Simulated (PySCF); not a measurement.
## Stretching MgP

Set-up: basis Mg aug-pcseg-1, P aug-pcseg-1; no relativity; PySCF 2.14. Energies in eV from Mg + P in their ground configurations at the same level. State: ⁴Σ⁻ (quartet), unpaired electrons σ ↑, π ↑↑.

All columns are PBE0. A positive dipole means Mg(−)P(+).

```tsv
R (Å)	E (eV)	μ (D)	Mulliken charge on Mg (basis-dependent)	HOMO (eV)	LUMO (eV)	Mayer bond order	⟨S²⟩
2.233	-0.344	-1.42	0.44	-4.90	-3.21	0.78	3.76
2.336	-0.587	-1.63	0.47	-4.97	-3.07	0.76	3.76
2.440	-0.716	-1.83	0.48	-5.03	-2.95	0.74	3.76
2.518	-0.759	-1.96	0.49	-5.08	-2.86	0.73	3.76
2.596	-0.769	-2.07	0.48	-5.13	-2.79	0.71	3.76
2.674	-0.754	-2.17	0.48	-5.17	-2.72	0.70	3.76
2.778	-0.709	-2.26	0.45	-5.23	-2.64	0.68	3.77
2.908	-0.629	-2.31	0.42	-5.30	-2.63	0.65	3.77
3.063	-0.519	-2.26	0.36	-5.38	-2.70	0.59	3.78
3.271	-0.381	-2.05	0.28	-5.45	-2.76	0.50	3.78
```

A fit through these points gives, at Re = 2.584 Å, μ = -2.06 D and dμ/dR = -1.41 D/Å; the reduced mass is 13.52 u.

Question: How strong is the fundamental in the double-harmonic approximation, I = 42.26·(dμ/dR)²/μred km/mol?

Answer: I = 42.26·(-1.41)²/13.52 = 6.21 km/mol at PBE0.

The state is the lowest determinant that a PBE0 search found; another state may lie lower at other levels.
